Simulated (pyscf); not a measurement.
Optimised with ωB97X-D3(BJ)/def2-SVP in PySCF.

Question: Estimate by transition-state theory the rate constant of SiH₄ (SMILES [SiH4]) + •H₂C–Cl (SMILES [CH2]Cl) -> SiH₃• (SMILES [SiH3]) + H₃C–Cl (SMILES CCl) (doublet surface; H–Si broken, C–H formed) at 600 K, with ωB97M-D3(BJ)/def2-TZVP energies (ideal gas, 1 atm, RRHO with modes under 100 cm⁻¹ raised to 100, one conformer, R ln 2 for chiral ones without a mode under 150 cm⁻¹; no tunnelling).

Answer: The electronic barrier is 10.4 kcal/mol and the thermal terms add +17.1, so ΔG‡ = 27.5 kcal/mol. With k_BT/h = 1.25e+13 s⁻¹ and RT = 1.192 kcal/mol, and a volume of 8.18e-20 cm³ per molecule at 1 atm, k = 9.6e-17 cm³ molecule⁻¹ s⁻¹. Wigner's tunnelling factor for 1238i cm⁻¹ would be 1.37. A shift of 1 kcal/mol in the barrier changes k by a factor 2.3. This is the saddle that the search found; another between the same sides may lie lower. The angle at the transferred H is 165°.
